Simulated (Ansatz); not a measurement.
**Polycrystal shear modulus of rock-salt KF at several levels of theory**

No measured value is used here.

```
level (code)     value (GPa)  cell (Å³/atom)
---------------  -----------  --------------
LDA (Ansatz)      (withheld)           17.20
PBE (Ansatz)            16.6           19.91
r²SCAN (Ansatz)         18.1           18.81
```

Question: What belongs in the gaps?

Answer: 
- LDA (Ansatz, a first-principles code), value (GPa): 21.1

Each level is taken at its own relaxed cell. Cutoffs differ between the levels. Ansatz's density-functional and Hartree–Fock values are scalar-relativistic unless marked +SOC, with PAW data made under PBE.
